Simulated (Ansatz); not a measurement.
We consider hcp Os, described by LDA in Ansatz (PAW).

A relaxed, unreconstructed slab of the (0001) face has 6 atoms, two equal faces of 6.390 Å² each and an energy of -66708.1816 eV. A bulk cell of 2 atoms with the same orientation and in-plane k mesh has -22236.9843 eV. Energies are extrapolated to zero smearing.

Run with plane-wave cutoff 500 eV, 24×24×1 k mesh (along the axes of the cell as run), Fermi–Dirac smearing 0.1 eV, scalar-relativistic PAW data made under PBE.

Worked out: γ = (E_slab − N E_bulk per atom)/2A = [-66708.1816 − 6 × (-22236.9843/2)]/(2 × 6.390) = 0.2168 eV/Å². With 16.022 J/m² per eV/Å² this is 3.47 J/m², or 1.39 eV per surface cell and face.

Ansatz is a quantum-chemistry and plane-wave program.
